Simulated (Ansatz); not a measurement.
# SiH₃+ (singlet): the correlation ladder at scale of all distances = 1.118, cc-pVDZ

How much of the correlation energy of SiH₃+ (singlet) does each wave-function method recover here?

Program: Ansatz 0.2.0, Gaussian basis. Level of theory: cc-pVDZ, correlated electrons: outside noble gas. These are calculated values, not measurements.

To be run: UHF; CCSD(T) on RHF; BCCD(T) on RHF; CISD; CCSDT(Q) on RHF; CCSDTQ on RHF; CASSCF and MRCISD+Q, 2 electrons in 2 orbitals; CASSCF and NEVPT2, 2 electrons in 2 orbitals; CASSCF and MRCISD+Q, 6 electrons in 7 orbitals; CASSCF and NEVPT2, 6 electrons in 7 orbitals; Full CI.

### Step 1. The geometry

The geometry derives from a PBE0/def2-TZVP stationary point (not a proven minimum). All distances are scaled together.

4 atoms, charge 1, spin multiplicity 1.

Atoms are counted from 1 here; the program's logs count them from 0.

Bond lengths: Si1–H2 1.646 Å, Si1–H3 1.646 Å, Si1–H4 1.646 Å. Angles: H2–Si1–H3 120.0°, H2–Si1–H4 120.0°, H3–Si1–H4 120.0°.

In the tables R marks a restricted determinant and U an unrestricted one; 'pair' is the active space of 2 electrons in 2 orbitals; 'valence' is the active space of 6 electrons in 7 orbitals; correlation energies count from the lowest restricted Hartree-Fock solution.

### Step 2. UHF

in.yaml reads:

```yaml
crystal:
  periodic: [false, false, false]
  atoms:
    - {symbol: Si, position_ang: [0.000000, 0.000000, 0.000000]}
    - {symbol: H, position_ang: [1.645632, 0.015906, -0.000107]}
    - {symbol: H, position_ang: [-0.836591, 1.417202, -0.003248]}
    - {symbol: H, position_ang: [-0.809041, -1.433108, 0.003355]}
basis:
  gaussian: {orbitals: cc-pVDZ}
total_charge: 1
magnetization: {spin_polarized: true, initial_magnetization: 0}
hamiltonian: {xc: hf}
output: {orbitals: {seedname: orbitals}}
```

Command:

```
$ ansatz run in.yaml --threads 1 --pin off --events-out ev --progress --plain --max-ram 2393MiB
```

The runs that follow: CCSD(T) on RHF; BCCD(T) on RHF; CISD; CCSDT(Q) on RHF; CCSDTQ on RHF; CASSCF and MRCISD+Q, 2 electrons in 2 orbitals; CASSCF and NEVPT2, 2 electrons in 2 orbitals; CASSCF and MRCISD+Q, 6 electrons in 7 orbitals; CASSCF and NEVPT2, 6 electrons in 7 orbitals; Full CI.

Q: Predict the results of all the runs planned. Wanted: correlation energy, FCI; RMP2 from FCI; RCCSD from FCI; RCCSD(T) from FCI; RCCSDT(Q) from FCI; NEVPT2 pair from FCI; MRCISD+Q pair from FCI; NEVPT2 valence from FCI; T1 diagnostic.

**Answer**, as computed:

```
                         quantity                                                                           value
          correlation energy, FCI                                                                      -3.1722 eV
                    RMP2 from FCI                                                                      +814.7 meV
                   RCCSD from FCI                                                                       +77.6 meV
                RCCSD(T) from FCI                                                                       +21.1 meV
               RCCSDT(Q) from FCI                                                                        +0.6 meV
             NEVPT2 pair from FCI                                                                      +771.2 meV
           MRCISD+Q pair from FCI                                                                       -20.5 meV
          NEVPT2 valence from FCI                                                                      +527.4 meV
levels within 1 kcal/mol (43 meV)  RCCSD(T), BCCD(T), RCCSDT, RCCSDT(Q), RCCSDTQ, MRCISD+Q pair, MRCISD+Q valence
                    T1 diagnostic                                                                           0.011
   effectively unpaired electrons                                                                            0.05
```

In words: RCCSD(T) lands +21.1 meV from the yardstick (0.7 % of the correlation energy). MRCISD+Q pair falls below full CI, which methods that aren't variational can do. One determinant dominates. Of the multireference levels listed MRCISD+Q valence comes nearest (+15.7 meV). These misses are within one basis and frozen core, not against nature; frozen cores of the runs differ by up to some meV.
